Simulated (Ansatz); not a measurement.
Results of r²SCAN+rVV10 in Ansatz (PAW) for diamond-structure Ge.

Settings: plane-wave cutoff 600 eV, 12×12×12 k mesh, finite displacements, scalar-relativistic PAW data made under PBE.

Computed at the level's own relaxed cell.

**Question.** Predict the zone-centre TO phonon frequency.

**Answer.** 
* **zone-centre TO phonon frequency**: 299 cm⁻¹

Measured, for comparison: zone-centre TO phonon frequency 304 cm⁻¹ (low temperature, zero-point motion not removed; as tabulated in Tanner et al. (2021), arXiv:2110.11888). Computed (rounded) less measured: zone-centre TO phonon frequency -2 %.

Ansatz is an electronic-structure program.
